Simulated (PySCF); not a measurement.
# BO₂: structure of the quartet

Aim: relax BO₂ as a quartet from a linear start, check by its vibrations whether the end is a minimum, and collect its spectrum and constants.

Computed with PySCF 2.14.0. Level: PBE, basis B def2-TZVP, O def2-TZVP, no relativity, density fitting.

## Step 1: Where the work starts

3 atoms, charge 0, spin multiplicity 4.

Bond lengths: B1–O2 1.350 Å, B1–O3 1.350 Å. Angles: O2–B1–O3 180.0°.

```xyz
3
charge 0 multiplicity 4
B     0.0000    0.0000    0.0000
O     0.0000    0.0000    1.3500
O     0.0000    0.0000   -1.3500
```

## Step 2: First SCF at the start

The steps below are one call of a driver around PySCF. For each, scf.py gives the equivalent set-up of the SCF; relaxations use the driver's own optimiser. After this first run the driver tries any further starts and a stability analysis.

The input, scf.py:

```python
from pyscf import gto, scf, dft
mol = gto.M(atom='''
B      0.000000     0.000000     0.000000
O      0.000000     0.000000     1.350000
O      0.000000     0.000000    -1.350000''',
    basis={'B': 'def2-TZVP', 'O': 'def2-TZVP'},
    charge=0, spin=3)
mf = dft.UKS(mol, xc='PBE')
mf.grids.atom_grid = (50, 194)
aux = {'B': 'def2-universal-JKFIT', 'O': 'def2-universal-JKFIT'}
mf = mf.density_fit(auxbasis=aux)
mf.conv_tol = 1e-08
mf.diis_space = 10
mf.max_cycle = 60
mf.init_guess = 'minao'
mf.verbose = 4
mf.kernel()
```

Run with:

```
$ OMP_NUM_THREADS=4 python axn.py task.json out
```

Output:

```text
init E= -175.259002893822
[... the frontier-level lines of each cycle are left out ...]
cycle= 1 E= -174.901732305407  delta_E= 0.357  |g|= 0.238  |ddm|= 2.46
cycle= 2 E= -174.825993473234  delta_E= 0.0757  |g|= 0.505  |ddm|= 0.825
cycle= 3 E= -174.926073500249  delta_E= -0.1  |g|= 0.0191  |ddm|= 0.281
cycle= 4 E= -174.9263320342  delta_E= -0.000259  |g|= 0.00397  |ddm|= 0.0274
cycle= 5 E= -174.926346793815  delta_E= -1.48e-05  |g|= 0.00108  |ddm|= 0.00825
cycle= 6 E= -174.926347596049  delta_E= -8.02e-07  |g|= 0.000417  |ddm|= 0.00549
cycle= 7 E= -174.926347713542  delta_E= -1.17e-07  |g|= 1.96e-05  |ddm|= 0.000714
cycle= 8 E= -174.926347714097  delta_E= -5.56e-10  |g|= 1.05e-05  |ddm|= 0.000149
Extra cycle  E= -174.926347708986  delta_E= 5.11e-09  |g|= 0.000105  |ddm|= 5.6e-05
converged SCF energy = -174.926347708986  <S^2> = 3.7641263  2S+1 = 4.0070569
```

This step, with its further starts and checks, needed 5.2 s of wall time on 4 threads of Arm Neoverse V2, shared host.

Energies from each starting density:

| start | energy (Eh) |
| --- | --- |
| the minimal-basis guess | -174.926348 |
| a thermally smeared density | -174.926348 |
| a smeared PBE density | -174.926348 |

No lower solution of this spin turned up from the other starts or in the test of internal stability.

## Step 3: Relaxation: linear start, quartet

The program finds D∞h symmetry in the start, which this walk keeps. The walk stops when the largest gradient is under 0.0003 Eh/bohr and the energy has settled too.

Changes to scf.py since step 2:

```diff
@@ -15 +14,0 @@
-mf.init_guess = 'minao'
```

Steps of the walk:

| step | energy (Eh) | change (kJ/mol) | largest symmetric gradient (Eh/bohr) |
| --- | --- | --- | --- |
| 0 | -174.926348 | 0.00 | 0.01301 |
| 1 | -174.926874 | -1.38 | 0.00337 |
| 2 | -174.926916 | -1.49 | 0.00031 |
| 3 | -174.926916 | -1.49 | 0.00001 |

The walk took 2.7 s.

Geometry (Å) and forces (eV/Å) at some steps:

```
step 0
B    0.000   0.000   0.000   0.000   0.000   0.000
O    0.000   0.000   1.350   0.000   0.000   0.669
O    0.000   0.000  -1.350   0.000   0.000  -0.669
step 1
B    0.000   0.000   0.000   0.000   0.000   0.000
O    0.000   0.000   1.367   0.000   0.000   0.173
O    0.000   0.000  -1.367   0.000   0.000  -0.173
step 2
B    0.000   0.000   0.000   0.000   0.000   0.000
O    0.000   0.000   1.373   0.000   0.000   0.016
O    0.000   0.000  -1.373   0.000   0.000  -0.016
step 3
B    0.000   0.000   0.000   0.000   0.000   0.000
O    0.000   0.000   1.374   0.000   0.000   0.000
O    0.000   0.000  -1.374   0.000   0.000   0.000
```

After 3 steps and 1.5 kJ/mol it ends at D∞h: B–O 1.374 Å (×2); O–B–O 180.0°.

## Step 4: Vibrations and properties at this point

The point is checked on the finer grid, and tightened if its gradient asks for it. The Hessian and the dipole derivatives come from central differences of analytic gradients, with steps of 0.02 bohr.

Changes to scf.py since step 3:

```diff
@@ -3,3 +3,3 @@
-B      0.000000     0.000000     0.000000
-O      0.000000     0.000000     1.350000
-O      0.000000     0.000000    -1.350000''',
+B     -0.000000     0.000000     0.000000
+O      0.000000     0.000000     1.373879
+O     -0.000000    -0.000000    -1.373879''',
@@ -9 +9 @@
-mf.grids.atom_grid = (50, 194)
+mf.grids.atom_grid = (75, 302)
@@ -12 +12 @@
-mf.conv_tol = 1e-08
+mf.conv_tol = 1e-10
```

This SCF starts from the last density.

Log of the central SCF (cycles and frontier levels):

```text
init E= -174.926939134493
[... the frontier-level lines of each cycle are left out ...]
cycle= 1 E= -174.926939134494  delta_E= -5.97e-13  |g|= 4.24e-07  |ddm|= 2.69e-06
Extra cycle  E= -174.926939134492  delta_E= 1.96e-12  |g|= 1.45e-06  |ddm|= 7.68e-06
converged SCF energy = -174.926939134492  <S^2> = 3.7646568  2S+1 = 4.0073217
```

The whole step took 9.9 s.

Geometry: D∞h; B–O 1.374 Å (×2); O–B–O 180.0°.

Wavenumbers (cm⁻¹): 2027i, 2027i, 132, 658. These are not to be trusted: the point is only loosely found or the SCF state changes between the displacements.

## Step 5: Downhill along the imaginary mode

The start is the last point, displaced along its most imaginary mode.

The program finds C2v symmetry in the start, which this walk keeps. The walk stops when the largest gradient is under 0.0003 Eh/bohr and the energy has settled too.

Changes to scf.py since step 4:

```diff
@@ -3,3 +3,3 @@
-B     -0.000000     0.000000     0.000000
-O      0.000000     0.000000     1.373879
-O     -0.000000    -0.000000    -1.373879''',
+B     -0.032548     0.115502    -0.000000
+O      0.011201    -0.039750     1.373879
+O      0.011201    -0.039750    -1.373879''',
@@ -9 +9 @@
-mf.grids.atom_grid = (75, 302)
+mf.grids.atom_grid = (50, 194)
@@ -12 +12 @@
-mf.conv_tol = 1e-10
+mf.conv_tol = 1e-08
```

Steps of the walk:

| step | energy (Eh) | change (kJ/mol) | largest symmetric gradient (Eh/bohr) |
| --- | --- | --- | --- |
| 0 | -174.950646 | 0.00 | 0.08805 |
| 1 | -174.995649 | -118.16 | 0.04418 |
| 2 | -175.019695 | -181.29 | 0.05545 |
| 3 | -175.033266 | -216.92 | 0.02506 |
| 4 | -175.035573 | -222.98 | 0.01085 |
| 5 | -175.035810 | -223.60 | 0.00411 |
| 6 | -175.035831 | -223.65 | 0.00068 |
| 7 | -175.035835 | -223.66 | 0.00014 |
| 8 | -175.035835 | -223.66 | 0.00003 |

The walk took 6.6 s.

End point (C2v, 8 steps, 223.7 kJ/mol gained): B–O 1.361 Å (×2); O–B–O 100.4°.

## Step 6: Frequencies

As before: finer grid, then central differences.

Changes to scf.py since step 5:

```diff
@@ -3,3 +3,3 @@
-B     -0.032548     0.115502    -0.000000
-O      0.011201    -0.039750     1.373879
-O      0.011201    -0.039750    -1.373879''',
+B     -0.175952     0.624388    -0.000000
+O      0.060572    -0.214950     1.045533
+O      0.060572    -0.214950    -1.045533''',
@@ -9 +9 @@
-mf.grids.atom_grid = (50, 194)
+mf.grids.atom_grid = (75, 302)
@@ -12 +12 @@
-mf.conv_tol = 1e-08
+mf.conv_tol = 1e-10
```

SCF at the final geometry:

```text
init E= -175.035850032356
[... the frontier-level lines of each cycle are left out ...]
cycle= 1 E= -175.035850032356  delta_E= -8.53e-13  |g|= 7.24e-07  |ddm|= 7.25e-07
Extra cycle  E= -175.035850032355  delta_E= 1.36e-12  |g|= 1.72e-06  |ddm|= 1.25e-06
converged SCF energy = -175.035850032355  <S^2> = 3.761319  2S+1 = 4.0056555
```

The whole step needed 13 s of wall time on 4 threads of Arm Neoverse V2, shared host.

Geometry: C2v; B–O 1.361 Å (×2); O–B–O 100.3°.

Modes, for the most abundant isotopes:

```json
{"symmetry": "a1", "ω (cm⁻¹)": "461", "IR (km/mol)": "13.1"}
{"symmetry": "b2", "ω (cm⁻¹)": "1045", "IR (km/mol)": "52.1"}
{"symmetry": "a1", "ω (cm⁻¹)": "1247", "IR (km/mol)": "52.5"}
```

No imaginary mode, so this is a minimum.

Properties at this point:

```yaml
Dipole_moment: 0.50 D
Highest_occupied_level: -5.93 eV
Lowest_empty_level: -7.82 eV
Rotational_constants: 2.707, 0.4821, 0.4092 cm⁻¹
Zero-point_energy: 16.5 kJ/mol
Principal_polarisabilities: 19.8, 22.5, 35.9 bohr³
Atomisation_energy_without_zero-point_energy: 1067 kJ/mol
Principal_traceless_quadrupole_moments_about_the_centre_of_mass: -1.30, -0.88, 2.18 D Å
Entropy_at_298.15_K_and_1_bar_electronic_part_spin_only: 251.5 J/(mol K)
Heat_capacity_Cp_at_298.15_K: 41.0 J/(mol K)
Enthalpy_at_298.15_K_above_0_K: 10.70 kJ/mol
Rotational_symmetry_number: 2
Spin_squared_⟨S²⟩: 3.761
```

Populations by atom (charges in e):

```
atom  Mulliken  Löwdin  polar tensor  spin (Mulliken)  Mayer order to B1
  B1      0.08   -0.78          0.09             0.77                  –
O2,3     -0.04    0.39         -0.04             1.11               1.38
```

Outer orbital energies (eV). α occupied: -25.62, -13.23, -11.88, -11.61, -11.47, -10.05, -8.96, -5.93; empty: -1.65, 1.31, 1.38, 2.17. β occupied: -512.83, -179.23, -26.03, -23.83, -12.17, -10.62, -10.12, -9.75; empty: -7.82, -6.63, -3.42, -0.30.

Mulliken populations on B1: s 3.10, p 1.60, d 0.20, f 0.03.

## Step 7: Results

```
                                          quantity                           value
                                           minimum                    quartet, C2v
                                          geometry  B–O 1.361 Å (×2); O–B–O 100.3°
                                wavenumbers (cm⁻¹)  461 (a1), 1045 (b2), 1247 (a1)
                                     dipole moment                          0.50 D
highest occupied, lowest empty level (either spin)                 -5.93, -7.82 eV
                         polar-tensor charge of B1                         +0.09 e
                                 zero-point energy                     16.5 kJ/mol
                               entropy at 298.15 K                 251.5 J/(mol K)
         atomisation energy (no zero-point energy)                     1067 kJ/mol
                                              ⟨S²⟩                           3.761
```

What this shows: From D∞h at the start the molecule goes to a C2v minimum. An empty level of one spin lies below a filled level of the other, which hints that a lower spin is more stable. The strongest infrared band lies at 1247 cm⁻¹ (a1). Only this shape and spin were tried, so other structures or states may lie lower.

The search up to here took 38 s.
